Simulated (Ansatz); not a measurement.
# BSiH2 (doublet): the correlation ladder, 6-31G

How much of the correlation energy of BSiH2 (doublet) does each wave-function method recover here?

Method: 6-31G, core rule «outside noble gas», up to 6 orbitals frozen; program: Ansatz 0.2.0, Gaussian basis.

Plan: UHF; CCSD(T) on ROHF; CCSD(T) on UHF; BCCD(T) on ROHF; CISD; CCSDT(Q) on ROHF; CCSDT(Q) on UHF; CISDTQ; CCSDTQ on ROHF; CCSDTQ on UHF; CASSCF and MRCISD+Q, 9 electrons in 10 orbitals; CASSCF and NEVPT2, 9 electrons in 10 orbitals; Full CI.

5 further runs of the same task are left out: 5 set aside as unsound or not needed.

## (1) What is computed

The geometry is a PBE0/def2-TZVP stationary point (not a proven minimum).

4 atoms, charge 0, spin multiplicity 2.

Atoms are counted from 1 here; the program's logs count them from 0.

Bond lengths: Si1–B2 1.954 Å, Si1–H3 1.501 Å, Si1–H4 1.501 Å. Angles: B2–Si1–H3 102.8°, B2–Si1–H4 102.8°, H3–Si1–H4 107.0°.

Geometry (Å):

```tsv
atom	x (Å)	y (Å)	z (Å)
Si1	-0.08500	0.00000	0.49429
B2	0.08847	0.00000	-1.45186
H3	0.70977	-1.20684	0.89971
H4	0.70978	1.20684	0.89970
```

## (2) UHF

Contents of in.yaml:

```yaml
crystal:
  periodic: [false, false, false]
  atoms:
    - {symbol: Si, position_ang: [-0.085001, 0.000000, 0.494288]}
    - {symbol: B, position_ang: [0.088473, -0.000001, -1.451856]}
    - {symbol: H, position_ang: [0.709774, -1.206838, 0.899706]}
    - {symbol: H, position_ang: [0.709775, 1.206839, 0.899704]}
basis:
  gaussian: {orbitals: 6-31G}
magnetization: {spin_polarized: true, initial_magnetization: 1}
hamiltonian: {xc: hf}
output: {orbitals: {seedname: orbitals}}
```

The run is started by

```console
ansatz run in.yaml --threads 1 --pin off --events-out ev --progress --plain --max-ram 4096MiB --backend cpu
```

Further steps of the session: CCSD(T) on ROHF; CCSD(T) on UHF; BCCD(T) on ROHF; CISD; CCSDT(Q) on ROHF; CCSDT(Q) on UHF; CISDTQ; CCSDTQ on ROHF; CCSDTQ on UHF; CASSCF and MRCISD+Q, 9 electrons in 10 orbitals; CASSCF and NEVPT2, 9 electrons in 10 orbitals; Full CI.

Q: Predict the results of all the runs planned. Wanted: FCI below the RHF energy; RMP2 from FCI; UMP2 from FCI; RCCSD from FCI; RCCSD(T) from FCI; UCCSD(T) from FCI; RCCSDT(Q) from FCI; UCCSDT(Q) from FCI; NEVPT2 valence from FCI.

**Answer**, as computed:

| quantity | value |
| --- | --- |
| FCI below the RHF energy | -3.7163 eV |
| RMP2 from FCI | +1137.7 meV |
| UMP2 from FCI | +1394.4 meV |
| RCCSD from FCI | +183.7 meV |
| RCCSD(T) from FCI | +45.4 meV |
| UCCSD(T) from FCI | +69.4 meV |
| RCCSDT(Q) from FCI | +2.0 meV |
| UCCSDT(Q) from FCI | -2.8 meV |
| NEVPT2 valence from FCI | +246.5 meV |
| MRCISD+Q valence from FCI | +11.4 meV |
| levels within 1 kcal/mol (43 meV) | RCCSDT, UCCSDT, CISDTQ, RCCSDT(Q), UCCSDT(Q), RCCSDTQ, UCCSDTQ, MRCISD valence, MRCISD+Q valence |
| T1 diagnostic | 0.044 |
| effectively unpaired electrons | 1.23 |

What this shows: RCCSD(T) lands +45.4 meV from the yardstick (1.2 % of the correlation energy). CCSD(T) misses by +45.4 meV on the restricted determinant and by +69.4 meV on the unrestricted one; the two need not hold the same state or core. UCCSDT(Q) falls below full CI: unrestricted runs freeze a spin-polarised core, another one than full CI's, and coupled cluster isn't variational. The occupations show some static correlation. Of the multireference levels listed MRCISD+Q valence comes nearest in total energy (+11.4 meV), which doesn't show that its space is the better one. Coupled cluster took another determinant than the lowest Hartree-Fock one. These misses are within one basis, not against nature; the frozen cores of restricted and unrestricted runs differ, which can shift their rows.
